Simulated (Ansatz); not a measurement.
# PSi2: the cost of one run

The runs use Ansatz 0.2.0, Gaussian basis; def2-QZVPP, core rule «outside noble gas», up to 15 orbitals frozen.

To be run: UHF; ROHF; CCSD(T) on UHF.

### 1 The system

The geometry is a PBE0/def2-TZVP stationary point (not a proven minimum) of the parent state, kept for this charge and spin.

3 atoms, charge 1, spin multiplicity 5.

Atoms are counted from 1 here; the program's logs count them from 0.

Bond lengths: Si1–P2 2.159 Å, P2–Si3 2.159 Å. Angles: Si1–P2–Si3 180.0°.

### 2 UHF

in.yaml

```yaml
crystal:
  periodic: [false, false, false]
  atoms:
    - {symbol: Si, position_ang: [0.000000, 0.000000, 2.159500]}
    - {symbol: P, position_ang: [0.000000, 0.000000, 0.000000]}
    - {symbol: Si, position_ang: [0.000000, 0.000000, -2.159500]}
basis:
  gaussian: {orbitals: "def2-QZVPP.json"}
total_charge: 1
magnetization: {spin_polarized: true, initial_magnetization: 4}
hamiltonian: {xc: hf}
output: {orbitals: {seedname: orbitals}}
```

The run is started by

```sh
$ ansatz run in.yaml --threads 1 --pin off --events-out ev --progress --plain --max-ram 2393MiB
```

**Question.** How long does this run take on 1 thread of Intel Xeon 6975P-C, shared host, and how much memory does it need?

About 71 s, with a peak of 0.75 GiB.
